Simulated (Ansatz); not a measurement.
**Elastic constant C13 of 2H MoTe2 at several levels of theory**

No measured value is used here.

| level (code) | value (GPa) | cell (Å³/atom) |
|---|---|---|
| LDA (Ansatz) | 14.3 | 23.97 |
| PBE (Ansatz) | ? | 28.00 |
| PBE-D3(BJ)+SOC (Ansatz) | 15.5 | 24.18 |
| r²SCAN (Ansatz) | 5.39 | 27.00 |

### Question
Complete the blanks.

### Answer

- PBE (Ansatz, a first-principles code), value (GPa): 1.63

LDA: LDA has no dispersion term either, though it tends to give short spacings of layers, chains or molecules. PBE, r²SCAN: the cell comes from a level without a dispersion term, which matters for the spacing of layers, chains or molecules. Each level is taken at its own relaxed cell. Cutoffs differ between the levels. Ansatz's density-functional and Hartree–Fock values are scalar-relativistic unless marked +SOC, with PAW data made under PBE.
